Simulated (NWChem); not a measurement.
# the pair NH2···BH3−: a chain of runs

Wanted: the energy (singlet [BNH5]−, MP2/cc-pVDZ), then a single-point energy (singlet [NH2]−, MP2/cc-pVDZ), then a single-point energy (singlet BH3, MP2/cc-pVDZ), then a single-point energy (singlet [NH2]−, MP2/cc-pVDZ), then a single-point energy (singlet BH3, MP2/cc-pVDZ) of BH5N and its partners. 

Program for the calculation: NWChem 7.3.0.

## 1. The system as given

The species is [BNH5]− (7 atoms), meant as a singlet with charge -1. The two molecules were placed rigidly side by side, at 1.3 times their contact distance; the pair isn't optimised.

Bond lengths: N1–H2 1.027 Å, N1–H3 1.027 Å, B4–H5 1.193 Å, B4–H6 1.193 Å, B4–H7 1.193 Å. Angles: H2–N1–H3 101.8°, H5–B4–H6 120.0°, H5–B4–H7 120.0°, H6–B4–H7 120.0°.

## 2. The energy at MP2/cc-pVDZ (run 1)

nw.nw

```
START nw
memory stack 880 mb heap 220 mb global 1100 mb
charge -1

GEOMETRY units angstrom noautosym nocenter noautoz
   N        0.342200      -0.203000       0.168700
   H        0.125500       0.801200       0.156000
   H       -0.467700      -0.598200      -0.324700
   B        0.737930       0.112800      -4.336250
   H        0.388100      -0.574910      -5.246790
   H        0.088710       1.064020      -4.023000
   H        1.736880      -0.150880      -3.738840
END

BASIS spherical bse
   * library cc-pVDZ
END

SCF
   thresh 1e-08
   maxiter 80
   noprint "final vectors analysis"
END

MP2
   freeze core 2
   tight
END

TASK mp2 energy
```

Run with:

```sh
$ nwchem nw.nw > nw.out
```

Log:

```text
[...]
  functions       =    53
[...]
  wavefunction    = RHF
[...]
         Total SCF energy =    -81.875833377565
      One-electron energy =   -160.493815982851
      Two-electron energy =     55.243082408745
 Nuclear repulsion energy =     23.374900196541
        Time for solution =      3.1s
[...]
          Total MP2 energy           -82.155317031852
[...]
```

Run time: 4.5 s. Hardware: 1 thread of Intel Xeon Platinum 8259CL at 2.50GHz (Skylake/Cascade Lake), shared host; peak memory 0.12 GiB.

## 3. [NH2]−: a single-point energy at MP2/cc-pVDZ (run 2)

input.nw

```
start input
title "H2N energy"
memory 2200 mb
charge -1

geometry units angstrom noautosym nocenter noautoz
 N     0.342200   -0.203000    0.168700
 H     0.125500    0.801200    0.156000
 H    -0.467700   -0.598200   -0.324700
end

basis "ao basis" spherical bse
 N library cc-pVDZ
 H library cc-pVDZ
end

scf
 thresh 1e-08
 maxiter 80
 print low
end

mp2
 freeze core 1
 tight
end

task mp2
```

Run with:

```sh
$ nwchem input.nw > input.out
```

Log:

```text
[...]
  functions       =    24
[...]
  wavefunction    = RHF
[...]
         Total SCF energy =    -55.480295007026
      One-electron energy =    -93.834107768245
      Two-electron energy =     30.810959798874
 Nuclear repulsion energy =      7.542852962344
        Time for solution =      0.6s
[...]
          Total MP2 energy           -55.664817798896
[...]
```

It took 1.3 s on 1 thread of Intel Xeon Platinum 8259CL at 2.50GHz (Skylake/Cascade Lake), shared host; peak memory 0.1 GiB.

## 4. BH3: the energy at MP2/cc-pVDZ (run 3)

m1.nw

```
start m1
memory stack 880 mb heap 220 mb global 1100 mb
geometry units angstroms noautosym nocenter noautoz
  B        0.737930       0.112800      -4.336250
  H        0.388100      -0.574910      -5.246790
  H        0.088710       1.064020      -4.023000
  H        1.736880      -0.150880      -3.738840
end
basis spherical bse
  B library cc-pVDZ
  H library cc-pVDZ
end
scf
  thresh 1e-08
  maxiter 80
  print low
end
mp2
  freeze core 1
  tight
end
task mp2 energy
```

Run with:

```sh
$ nwchem m1.nw > m1.out
```

Log:

```text
[...]
  functions       =    29
[...]
  wavefunction    = RHF
[...]
         Total SCF energy =    -26.390773037463
      One-electron energy =    -48.984874321608
      Two-electron energy =     15.175261467914
 Nuclear repulsion energy =      7.418839816231
        Time for solution =      0.5s
[...]
          Total MP2 energy           -26.482845085638
[...]
```

Wall time 1.3 s (1 thread of Intel Xeon Platinum 8259CL at 2.50GHz (Skylake/Cascade Lake), shared host); peak memory 0.1 GiB.

## 5. [NH2]− among ghost functions: a single-point energy at MP2/cc-pVDZ (with ghost functions) (run 4)

h2n.nw

```
start h2n
title "H2N mp2"
memory stack 880 mb heap 220 mb global 1100 mb
charge -1

geometry units atomic noautosym nocenter noautoz
   N    0.64666428  -0.38361440   0.31879680
   H    0.23716063   1.51404857   0.29479728
   H   -0.88382491  -1.13043417  -0.61359407
   bqB      1.394486     0.213161    -8.194325
   bqH      0.733403    -1.086422    -9.914996
   bqH      0.167638     2.010706    -7.602368
   bqH      3.282228    -0.285122    -7.065384
end

basis spherical bse
   N library cc-pVDZ
   H library cc-pVDZ
   bqB library B cc-pVDZ
   bqH library H cc-pVDZ
end

scf
   thresh 1e-08
   maxiter 80
   noprint "final vectors analysis"
end

mp2
   freeze core 1
   tight
end

task mp2 energy
```

Run with:

```sh
$ nwchem h2n.nw > h2n.out
```

Log:

```text
[...]
  functions       =    53
[...]
  wavefunction    = RHF
[...]
         Total SCF energy =    -55.482771854282
      One-electron energy =    -93.792715543142
      Two-electron energy =     30.767091267931
 Nuclear repulsion energy =      7.542852420929
        Time for solution =      4.9s
[...]
          Total MP2 energy           -55.668507451130
[...]
```

Wall time 6.3 s (1 thread of Intel Xeon Platinum 8259CL at 2.50GHz (Skylake/Cascade Lake), shared host); peak memory 0.11 GiB.

## 6. BH3 among ghost functions: a single-point energy at MP2/cc-pVDZ (with ghost functions) (run 5)

bh3.nw

```
start bh3
title "BH3"
memory stack 880 mb heap 220 mb global 1100 mb

geometry units angstroms noautosym nocenter noautoz
   B     0.737930    0.112800   -4.336250
   H     0.388100   -0.574910   -5.246790
   H     0.088710    1.064020   -4.023000
   H     1.736880   -0.150880   -3.738840
   bqN      0.342200    -0.203000     0.168700
   bqH      0.125500     0.801200     0.156000
   bqH     -0.467700    -0.598200    -0.324700
end

basis spherical bse
   B library cc-pVDZ
   H library cc-pVDZ
   bqN library N cc-pVDZ
   bqH library H cc-pVDZ
end

scf
   thresh 1e-08
   maxiter 80
   noprint "final vectors analysis"
end

mp2
   freeze core 1
   tight
end

task mp2
```

Run with:

```sh
$ nwchem bh3.nw > bh3.out
```

Log:

```text
[...]
  functions       =    53
[...]
  wavefunction    = RHF
[...]
         Total SCF energy =    -26.390774904331
      One-electron energy =    -48.984856652445
      Two-electron energy =     15.175241931883
 Nuclear repulsion energy =      7.418839816231
        Time for solution =      1.9s
[...]
          Total MP2 energy           -26.482854400068
[...]
```

Wall time 3.3 s (1 thread of Intel Xeon Platinum 8259CL at 2.50GHz (Skylake/Cascade Lake), shared host); peak memory 0.1 GiB.

## 7. Results

| quantity | value |
| --- | --- |
| run 1, MP2/cc-pVDZ: total energy | -82.15532 Eh |
| run 1, MP2/cc-pVDZ: correlation energy (2 core orbitals frozen) | -279.5 mEh |
| [NH2]−: total energy | -55.66482 Eh |
| [NH2]−: correlation energy (1 core orbital frozen) | -184.5 mEh |
| BH3: total energy | -26.48285 Eh |
| BH3: correlation energy (1 core orbital frozen) | -92.1 mEh |
| [NH2]− among ghost functions: total energy | -55.66851 Eh |
| [NH2]− among ghost functions: correlation energy (1 core orbital frozen) | -185.7 mEh |
| BH3 among ghost functions: total energy | -26.48285 Eh |
| BH3 among ghost functions: correlation energy (1 core orbital frozen) | -92.1 mEh |
| interaction energy of the rigid parts [NH2]− and BH3 (parts in their own basis; closest atoms 4.09 Å apart) | -0.208 eV |
| interaction energy of the rigid parts [NH2]− and BH3 (parts in the whole basis, counterpoise; closest atoms 4.09 Å apart) | -0.108 eV |

What this shows: The interaction energy of the rigid parts [NH2]− and BH3 (parts in their own basis; closest atoms 4.09 Å apart) is −0.21 eV (−4.8 kcal/mol): the parts attract. Without counterpoise this holds the superposition error of the basis. The interaction energy of the rigid parts [NH2]− and BH3 (parts in the whole basis, counterpoise; closest atoms 4.09 Å apart) is −0.11 eV (−2.5 kcal/mol): the parts attract. The basis-set superposition error is 9.7 kJ/mol. Mulliken charges (run 1, MP2/cc-pVDZ) run from -0.81 on N1 to +0.16 on B4; they depend strongly on the basis.
